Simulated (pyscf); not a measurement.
Thermochemistry of product channels of `[OH][AsH][OH]` + `[H]` [doublet] on the doublet surface, in kcal/mol, from ωB97M-D3(BJ)/def2-TZVP energies (ideal gas, 1 atm, RRHO with modes under 100 cm⁻¹ raised to 100, one conformer, R ln 2 for rigid chiral ones). Optimised with ωB97X-D3(BJ)/def2-SVP in PySCF.

```csv
products,ΔE,ΔH(298 K),ΔG(298 K),ΔG(900 K)
`[OH]` [doublet] + `[OH][AsH2]`,+14.1,+15.2,+13.0,+9.6
`[O][AsH][OH]` [doublet] + `[H][H]`,-0.3,-1.5,-2.9,-5.8
`[OH]` [doublet] + `[O]=[AsH]` + `[H][H]`,+58.2,+54.2,+43.7,+22.8
`[OH2]` + `[O][AsH2]` [doublet],(withheld),+0.5,-2.5,-6.9
`[OH]` [doublet] + `[OH][As]` [triplet] + `[H][H]`,+50.7,+48.9,+37.8,+15.8
`[OH2]` + `[OH][AsH]` [doublet],-34.4,-30.7,-33.7,(withheld)
`[OH][As][OH]` [doublet] + `[H][H]`,(withheld),-34.0,-35.8,-39.6
```

### Question
Complete the blanks.

### Answer

- `[OH2]` + `[O][AsH2]` [doublet], ΔE: -1.0
- `[OH2]` + `[OH][AsH]` [doublet], ΔG(900 K): -38.4
- `[OH][As][OH]` [doublet] + `[H][H]`, ΔE: -34.8

These are energies of the channels, which say nothing of barriers. Left out: orbital degeneracy and the spin-orbit lowering of OH. Elements up to Kr have no core potential and no relativistic terms here.
